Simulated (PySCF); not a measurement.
Method: PySCF, PBE0, basis S def2-SVP, F def2-SVP (no relativity, density fitting). Open shells, if any, are unrestricted.

Problem. What shape and geometry does isolated singlet SF₄ take (every ligand bound to S)?

Solution. Counting electrons, sulfur keeps 2 of its valence electrons outside its bonds, so the VSEPR class is AX4E1 and the expected shape is see-saw (C2v), as computed. The lowest minimum found is a singlet of C2v symmetry with S–F 1.581 Å (×2), S–F 1.658 Å (×2); F–S–F 87.5° (×4), F–S–F 101.2°, F–S–F 172.2°. Its harmonic wavenumbers are 216 (a1), 344 (b1), 449 (a2), 518 (a1), 518 (b2), 602 (a1), 835 (b2), 887 (b1), 907 (a1) cm⁻¹ and its dipole moment is 0.97 D.
